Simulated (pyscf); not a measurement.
## Four-centre exchange: :HSi–Cl (SMILES [SiH]Cl) [singlet] + H₂O (SMILES O) → HO–SiH: (SMILES O[SiH]) [singlet] + HCl (SMILES Cl)

Gas phase, singlet surface, charge 0. Bonds broken: Si1–Cl2, O4–H5. Bonds formed: Si1–O4, Cl2–H5. Single points on ωB97X-D3(BJ)/def2-SVP structures (PySCF, gas phase). Correlated levels are frozen-core, on RHF or UHF. ΔMP2 is the change of the MP2 total energy from the triple- to the quadruple-zeta basis.

Transition state (Å):

```xyz
6

Si     0.2019     1.1512     0.2441
Cl     1.3209     0.0352    -1.7820
H      1.1125     0.3728     1.2045
O     -0.8140    -0.2876    -0.1656
H      0.1014    -0.4505    -1.2186
H     -0.7032    -1.0498     0.4193
```

One imaginary mode, 652i cm⁻¹; descent along it reached the two sides named, in the forms told below.

```tsv
bond	change	reactant side (Å)	saddle	product side
Si1–Cl2	breaks	2.159	2.570	3.0
O4–H5	breaks	0.972	1.405	2.311
Si1–O4	forms	2.069	1.808	1.693
Cl2–H5	forms	3.2	1.429	1.289
```

Electronic energies relative to the separated reactants (kcal/mol):

```tsv
level	barrier	reaction energy	reverse barrier
ωB97X-D3(BJ)/def2-TZVP	2.7	0.0	2.7
PBE/def2-TZVP	-0.9	-0.5	-0.4
r²SCAN/def2-TZVP	-0.4	-1.2	0.8
B3LYP-D3(BJ)/def2-TZVP	2.1	-1.3	3.4
PBE0-D3(BJ)/def2-TZVP	0.7	0.0	0.7
M06-2X/def2-TZVP	2.6	-0.9	3.5
ωB97M-D3(BJ)/def2-TZVP	2.8	-1.8	4.5
HF/def2-TZVP	17.1	-1.8	18.9
MP2/def2-QZVPP	3.8	-0.4	4.1
CCSD/def2-TZVPP	7.7	-1.7	9.4
CCSD(T)/def2-TZVPP	5.5	-1.6	7.1
CCSD(T)/def2-TZVPP + ΔMP2(QZVPP)	5.9	-0.8	6.7
```

With CCSD(T)/def2-TZVPP + ΔMP2(QZVPP) energies and thermal terms (ideal gas, 1 atm, RRHO with modes under 100 cm⁻¹ raised to 100, one conformer, R ln 2 for rigid chiral ones), in kcal/mol:

| T (K) | ΔH‡ | ΔG‡ | ΔH | ΔG |
|---|---|---|---|---|
| 298 | 4.0 | 14.5 | -2.1 | -1.3 |
| 600 | 4.1 | 25.2 | -1.9 | -0.6 |
| 900 | 4.8 | 35.7 | -1.5 | 0.0 |
| 1200 | 5.7 | 45.8 | -1.0 | +0.4 |

On the reactant side the descent ends in an adduct with a O–Si contact (not fully relaxed), 18.3 kcal/mol under the separated species and 21.0 kcal/mol under the saddle at ωB97X-D3(BJ)/def2-TZVP. On the product side the descent ends in a complex, 4.3 kcal/mol under the separated species and 7.0 kcal/mol under the saddle at ωB97X-D3(BJ)/def2-TZVP. At PBE, r²SCAN the saddle lies under the separated reactants, which points to a path from their complex (located at ωB97X-D3(BJ) alone). At PBE the saddle lies under the separated products, which points to a path from their complex (located at ωB97X-D3(BJ) alone). What is counted as formed (O–Si) is already present as a longer contact in the reactant adduct; forming that adduct is a step of its own. This is the saddle that the search found; another between the same sides may lie lower. The CCSD(T) − MP2 part came from Ansatz, without density fitting, on the same reference.
